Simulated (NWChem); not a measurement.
**[CF2]+ (SMILES F[C+]F) at UB3LYP/6-31G(d) (Cartesian functions)**

Aim: the energy change on altering one bond length of [CF2]+ at UB3LYP/6-31G* (Cartesian functions), from 2 runs. 

The results are computed with NWChem 7.3.0.

2 further runs of the same task are left out: 1 that didn't finish, 1 set aside as unsound or not needed. Runs told in other sessions of the task aren't counted.

## Step 1: The system as given

[CF2]+: 3 atoms, total charge +1, spin state doublet. SMILES: `F[C+]F`. Geometry: relaxed at PBE0-D4/def2-TZVP.

Bond lengths: F1–C2 1.214 Å, C2–F3 1.214 Å. Angles: F1–C2–F3 124.6°.

## Step 2: Energy and forces at UB3LYP/6-31G(d) (Cartesian functions)

input.xyz reads:

```xyz
3
CF2 B3LYP
F      0.379110     0.972980     0.316190
C      0.275710    -0.221360     0.127270
F     -0.654830    -0.751620    -0.443470
```

run.py reads:

```python
from ase.io import read
from ase.calculators.nwchem import NWChem

molecule = read('input.xyz')

calc = NWChem(
    label='input',
    theory='dft',
    memory='2200 mb',
    basis='6-31G*',
    charge=1,
    dft={'xc': 'b3lyp', 'mult': '2', 'grid': 'xfine', 'convergence': 'energy 1e-08', 'iterations': '100', 'mulliken': None},
)
molecule.calc = calc

forces = molecule.get_forces()
e = molecule.get_potential_energy()
print(f"E = {e:.6f} eV")
print("forces (eV/A):")
for s, f in zip(molecule.symbols, forces):
    print(f"{s:2s} {f[0]:10.5f} {f[1]:10.5f} {f[2]:10.5f}")
```

The run is started by

```console
export ASE_NWCHEM_COMMAND="nwchem PREFIX.nwi > PREFIX.nwo"
python run.py
```

Output:

```text
E = -6456.828626 eV
forces (eV/A):
F     0.12166    1.16420    0.19566
C     0.77838   -0.62447    0.35934
F    -0.90004   -0.53973   -0.55500
```

The calculator wrote input.nwi:

```
title "input"

permanent_dir input

scratch_dir input

start input

geometry units angstrom nocenter noautosym noautoz
  F  3.7911000000000000e-01 9.7297999999999996e-01 3.1619000000000003e-01
  C  2.7571000000000001e-01 -2.2136000000000000e-01 1.2726999999999999e-01
  F  -6.5483000000000002e-01 -7.5161999999999995e-01 -4.4346999999999998e-01
end

charge 1

memory 2200 mb

basis noprint
   * library 6-31G*
end

dft
  xc b3lyp
  mult 2
  grid xfine
  convergence energy 1e-08
  iterations 100
  mulliken
end

task dft gradient
```

input.nwo:

```text
Northwest Computational Chemistry Package (NWChem) 7.3.0
             --------------------------------------------------------

           Job information
           ---------------

    nwchem branch   = 7.3.0
    use scalapack   = T
    input           = input.nwi
    prefix          = input.
    data base       = input/input.db
    status          = startup
    nproc           =        1

           Memory information
           ------------------

    heap     =     72089600 doubles =      550.0 Mbytes
    stack    =     72089597 doubles =      550.0 Mbytes
    global   =    144179200 doubles =     1100.0 Mbytes (distinct from heap & stack)
    total    =    288358397 doubles =     2200.0 Mbytes
    verify   = yes
    hardfail = no

           Directory information
           ---------------------

  0 permanent = input
  0 scratch   = input

[... 28 lines left out ...]
            Nuclear Dipole moment (a.u.)
[... 66 lines left out ...]
          Convergence on energy requested:  1.00D-08
[... 23 lines left out ...]
          Spatial weights used:  Erf1
[... 4 lines left out ...]
          total energy or number of iterations.
[... 30 lines left out ...]
 2-e energy   =     144.647350
[... 49 lines left out ...]
      One electron energy =     -452.485814571991
[... 2 lines left out ...]
 Nuclear repulsion energy =       67.033261548817
[... 744 lines left out ...]
          Convergence on energy requested:  1.00D-08
[... 23 lines left out ...]
          Spatial weights used:  Erf1
[... 4 lines left out ...]
          total energy or number of iterations.
[... 18 lines left out ...]
                            NWChem DFT Gradient Module
                            --------------------------

                                       input

  charge          =   1.00
  wavefunction    = open shell

                         DFT ENERGY GRADIENTS

    atom               coordinates                        gradient
                 x          y          z           x          y          z
   1 F       0.716414   1.838666   0.597512   -0.002366  -0.022640  -0.003805
   2 C       0.521016  -0.418310   0.240505   -0.015137   0.012144  -0.006988
   3 F      -1.237449  -1.420356  -0.838037    0.017503   0.010496   0.010793

                 ----------------------------------------
                 |  Time  |  1-e(secs)   |  2-e(secs)   |
                 ----------------------------------------
                 |  CPU   |       0.00   |       0.25   |
                 ----------------------------------------
                 |  WALL  |       0.00   |       0.25   |
                 ----------------------------------------

 Task  times  cpu:        7.0s     wall:        7.0s
 Total times  cpu:        7.1s     wall:        7.1s
```

Run time: 8.1 s. Hardware: 1 thread of Intel Xeon Platinum 8488C (Sapphire Rapids), shared host; peak memory 0.12 GiB.

## Step 3: The distorted shape: a single-point energy at UB3LYP/6-31G(d) (Cartesian functions)

m1.nw reads:

```
START m1
memory 2200 mb
charge 1

GEOMETRY units angstroms noautosym nocenter noautoz
  F        1.123558       1.397197       0.772792
  C        1.020158       0.202857       0.583872
  F       -0.654830      -0.751620      -0.443470
END

BASIS "ao basis" cartesian
  * library 6-31G*
END

DFT
  xc b3lyp
  mult 2
  grid xfine
  convergence energy 1e-08
  maxiter 100
  mulliken
END

TASK dft energy
```

The run is started by

```console
nwchem m1.nw > m1.out
```

Output:

```text
[...]
          Wavefunction type:  spin polarized.
          No. of atoms     :     3
          No. of electrons :    23
[...]
          Charge           :     1
          Spin multiplicity:     2
[...]
          AO basis - number of functions:    45
[...]
              XC Information
              --------------
                         B3LYP Method XC Potential
                     Hartree-Fock (Exact) Exchange  0.200
                        Slater Exchange Functional  0.800 local
                    Becke 1988 Exchange Functional  0.720 non-local
              Lee-Yang-Parr Correlation Functional  0.810
                  VWN I RPA Correlation Functional  0.190 local
[...]
 d= 0,ls=0.0,diis     1   -236.3894264774 -2.87D+02  8.40D-02  1.19D+00     0.7
[...]
 d= 0,ls=0.0,diis    25   -237.1634343316 -1.74D-10  4.83D-07  7.20D-11    16.2
[...]
         Total DFT energy =     -237.163434331580
      One electron energy =     -421.246748468096
           Coulomb energy =      159.073346407570
    Exchange-Corr. energy =      -25.703415072626
 Nuclear repulsion energy =       50.713382801573
[...]
      Total Density - Mulliken Population Analysis
     ---------------------------------------------
    Atom       Charge   Shell Charges
 -----------   ------   -------------------------------------------------------
    1 F    9     8.84   1.99  1.02  3.26  0.82  1.65  0.10
    2 C    6     5.29   1.99  1.03  1.14  0.87  0.25  0.00
    3 F    9     8.87   1.99  1.02  3.13  0.93  1.74  0.06
[...]
      <S2> =      0.7534 (Exact =     0.7500)
[...]
```

It took 17 s on 1 thread of Intel Xeon Platinum 8488C (Sapphire Rapids), shared host; peak memory 0.12 GiB.

## Step 4: What came out

Level: UB3LYP/6-31G* (Cartesian functions).

| quantity | value |
| --- | --- |
| first shape: total energy | -237.28408 Eh |
| first shape: HOMO energy (highest over α and β) | -18.66 eV |
| first shape: LUMO energy (lowest over α and β) | -13.54 eV |
| first shape: ⟨S²⟩ | 0.752 |
| first shape: largest force on an atom | 1.187 eV/Å |
| distorted shape: total energy | -237.16343 Eh |
| distorted shape: HOMO energy (highest over α and β) | -18.31 eV |
| distorted shape: LUMO energy (lowest over α and β) | -13.82 eV |
| distorted shape: ⟨S²⟩ | 0.753 |
| energy change with the C2–F3 bond stretched from 1.214 to 2.185 Å | 3.283 eV |

**Reading.** With the C2–F3 bond stretched from 1.214 to 2.185 Å the energy rises by 3.28 eV (76 kcal/mol). The first shape isn't relaxed at this level, so the change isn't measured from a minimum. The largest force (first shape) is 1.19 eV/Å: the shape isn't a stationary point for this species at this level. Mulliken charges (first shape) run from +0.09 on F1 to +0.82 on C2; they depend strongly on the basis.
